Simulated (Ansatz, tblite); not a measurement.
Potential energy curve for SH, doublet. Each curve is given relative to its own lowest point between 1.13 and 1.63 Å, where full CI is lowest.

```csv
R / Å,A,B,C,D
0.98,142.4,142.5,143.1,120.8
1.06,75.2,75.3,76.6,56.7
1.13,38.5,38.6,40.0,25.7
1.19,18.7,18.8,20.1,10.8
1.25,7.0,7.1,8.1,3.0
1.28,3.5,3.6,4.4,1.1
1.32,0.8,0.8,1.3,0.0
1.37,0.0,0.0,0.0,0.5
1.42,1.4,1.4,0.9,2.6
1.47,4.6,4.5,3.4,5.9
1.55,12.2,12.1,10.1,12.8
1.63,21.7,21.5,18.7,21.0
1.73,35.0,34.7,31.2,32.2
1.82,47.5,46.9,43.0,42.8
2.00,71.3,69.7,66.6,64.2
2.20,93.4,90.4,90.0,86.4
2.40,109.3,—,107.6,105.5
2.66,120.5,—,121.6,125.3
2.98,125.4,—,129.9,142.0
3.43,127.3,—,134.5,154.1
3.97,127.8,—,136.2,158.7
4.59,128.0,—,136.6,159.3
```

Energies in mEh.

### Question
Which curve belongs to which method? The methods are tblite with GFN2-xTB, 300 K electronic temperature; CCSDT(Q)/B on ROHF/aug-cc-pVDZ, frozen core run with Ansatz (a quantum-chemistry and plane-wave program); CCSD(T) on UHF/aug-cc-pVDZ, frozen core (Ansatz); unrestricted BLYP/aug-cc-pVDZ (Ansatz).

### Answer
A is UCCSD(T); B is ROCCSDT(Q); C is UKS-BLYP; D is GFN2-xTB.

Dashes: no converged value, or the column stops at the first point that the program doubted or that broke a chosen test of continuity, which isn't proof of a fault.

The T1 diagnostic of CCSD on the restricted reference of ROCCSDT(Q) exceeds 0.045 at 2.40 Å. The unrestricted determinant behind UKS-BLYP is spin-contaminated at 2.40 to 4.59 Å (<S²> up to 1.7, against 0.75 for a pure doublet). The unrestricted determinant behind UCCSD(T) is spin-contaminated at 1.82 to 4.59 Å (<S²> up to 1.8, against 0.75 for a pure doublet).
